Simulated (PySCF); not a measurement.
# Heteronuclear NMR

Numbering as in the mapped SMILES `[CH:1]1=[N:2][CH2:3][CH2:4][O:5]1`. Hydrogens are named by the atom that carries them.

Calculated, not measured (PySCF 2.14.0 with density-fitted response routines): NMR shieldings at B97-2/pcSseg-2/GIAO, coordinates at the PBE0-D3(BJ)/def2-TZVP level. Gas phase, rapidly exchanging positions averaged, one conformer, relativity neglected.

Question: Predict the $^{15}$N NMR data.

Answer: 
```csv
atoms,environment,σ (ppm),δ (ppm)
N2,imine nitrogen,10.5,-159.4
```

Shieldings were converted by a linear fit to measured shifts: $^{15}$N (scatter 6.4 ppm rms vs CH3NO2, solution or neat liquid). A few per cent of atoms miss by over 2 rms, more outside the fitted compound classes.

On a 500 MHz spectrometer $^{15}$N resonates near 50.7 MHz, so 1 ppm is 50.7 Hz.

Question: Where does $^{17}$O resonate?

Answer: 
```tsv
atoms	environment	σ (ppm)	δ (ppm)
O5	ether oxygen	147.7	134.1
```

Shieldings were converted by a linear fit to measured shifts: $^{17}$O (scatter 12.2 ppm rms vs liquid water, solution or neat liquid). Occasional misses reach two or three times the rms, and more in compound classes unlike the fitted ones.

On a 400 MHz spectrometer $^{17}$O resonates near 54.2 MHz, so 1 ppm is 54.2 Hz.
